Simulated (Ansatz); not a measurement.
**Chromium, bcc under PBE: testing the Fermi-Dirac smearing**

Aim: find which Fermi-Dirac smearing width is enough for energy and pressure. The geometry was relaxed under PBE beforehand and stays fixed; 6 values are run, from 0.01 to 1.0 eV. Wanted are the values from which on the energy stays within 10 and 1 meV/atom, and the pressure within 0.5 GPa, of the narrowest run. Within the series other settings stay, but some runs also write fields, which adds to their time. Spin polarisation is left out.

Program: Ansatz 0.2.0. Level of theory: DFT PBE, plane waves with PAW, scalar-relativistic. These are calculated values, not measurements.

### 1 The starting structure

The structure is cubic, space group Im-3m (No. 229). Conventional cell: a = 2.849 Å, b = 2.849 Å, c = 2.849 Å, α = 90.00°, β = 90.00°, γ = 90.00°. Cr (site symmetry m-3m) is surrounded by 8 Cr at 2.47 Å.

Structure file:

```cif
data_structure
_symmetry_space_group_name_H-M 'P 1'
_symmetry_Int_Tables_number 1
_cell_length_a 2.4670
_cell_length_b 2.4670
_cell_length_c 2.4670
_cell_angle_alpha 109.471
_cell_angle_beta 109.471
_cell_angle_gamma 109.471
_cell_volume 11.56
loop_
_atom_site_label
_atom_site_type_symbol
_atom_site_fract_x
_atom_site_fract_y
_atom_site_fract_z
_atom_site_occupancy
Cr1 Cr 0.00000 0.00000 0.00000 1
```

### 2 Run at 0.01 eV

The run at 0.01 eV.

Contents of input.yaml:

```yaml
crystal:
  lattice:
    - [-1.4243177237, 1.4243177237, 1.4243177237]
    - [1.4243177237, -1.4243177237, 1.4243177237]
    - [1.4243177237, 1.4243177237, -1.4243177237]
  atoms:
    - { symbol: Cr, position: [0.0, 0.0, 0.0] }
hamiltonian:
  xc: pbe
  pseudopotentials:
    kind: paw
    azcp:
      Cr: "pseudopotentials/Cr.paw.azcp"
basis:
  ecutwfc: 420
  fft_grid_basis: typed
kpoints:
  mp_grid: { grid: [15, 15, 15], shift: [0, 0, 0] }
magnetization:
  spin_polarized: false
scf:
  occupations: { method: fermi_dirac, width: 0.01 }
  lower_state_search: "off"
output:
  stress: true
  write_density: true
  write_potential: true
  elf: true
  volumetric_format: npy
```

Command:

```bash
> ansatz run input.yaml --threads 1 --pin off --max-ram 3584MiB --backend cpu --events-out ev --progress --plain --runs-dir out
```

### 3 Run at 0.03 eV

The run at 0.03 eV.

input.yaml: that of step 2 with these lines changed.

```diff
@@ -21,3 +21,3 @@
 scf:
-  occupations: { method: fermi_dirac, width: 0.01 }
+  occupations: { method: fermi_dirac, width: 0.03 }
   lower_state_search: "off"
```

### 4 Run at 0.2 eV

The run at 0.2 eV.

input.yaml: that of step 3 with these lines changed.

```diff
@@ -21,3 +21,3 @@
 scf:
-  occupations: { method: fermi_dirac, width: 0.03 }
+  occupations: { method: fermi_dirac, width: 0.2 }
   lower_state_search: "off"
```

### 5 Run at 0.3 eV

The run at 0.3 eV.

input.yaml: that of step 4 with these lines changed.

```diff
@@ -21,3 +21,3 @@
 scf:
-  occupations: { method: fermi_dirac, width: 0.2 }
+  occupations: { method: fermi_dirac, width: 0.3 }
   lower_state_search: "off"
@@ -25,5 +25 @@
   stress: true
-  write_density: true
-  write_potential: true
-  elf: true
-  volumetric_format: npy
```

### 6 Run at 0.6 eV

The run at 0.6 eV.

input.yaml: that of step 5 with these lines changed.

```diff
@@ -21,3 +21,3 @@
 scf:
-  occupations: { method: fermi_dirac, width: 0.3 }
+  occupations: { method: fermi_dirac, width: 0.6 }
   lower_state_search: "off"
```

### 7 Run at 1.0 eV

The run at 1.0 eV.

input.yaml: that of step 6 with these lines changed.

```diff
@@ -21,3 +21,3 @@
 scf:
-  occupations: { method: fermi_dirac, width: 0.6 }
+  occupations: { method: fermi_dirac, width: 1.0 }
   lower_state_search: "off"
@@ -25 +25,5 @@
   stress: true
+  write_density: true
+  write_potential: true
+  elf: true
+  volumetric_format: npy
```

(Steps that only read results are left out.)

What does the calculation give?

As calculated:

| quantity | value |
| --- | --- |
| E(σ → 0) stays within 10 meV/atom of 0.01 eV | up to 0.2 eV |
| E(σ → 0) stays within 1 meV/atom | up to 0.2 eV |
| pressure stays within 0.5 GPa | up to 0.03 eV |
| pressure at 0.01 eV | -0.30 GPa |
| energy of a separate run on a finer mesh (25×25×25) | -6.8 meV/atom from 0.01 eV |

**Reading.** The far end, 1.0 eV, lies +55.5 meV/atom and +36.6 GPa from the yardstick. Over the range F shifts by -2043.8 meV/atom, while E(σ → 0) shifts by +55.5. In theory F falls as the square of the width under this scheme, but here the ratio is not steady: the mesh at narrow widths, or a density of states that varies over the wide ones, can both cause that. The mesh (15×15×15) is fixed, so the narrowest widths carry a k-point error of their own. The yardstick itself is unsettled by 6.8 meV/atom against the finer mesh, so the thresholds above hold only within this series, and wider smearing, which averages over more states, can land nearer the fine-mesh value than the narrowest does. The cell taken over is 4 % smaller than the measured one (11.99 Å³/atom, COD).
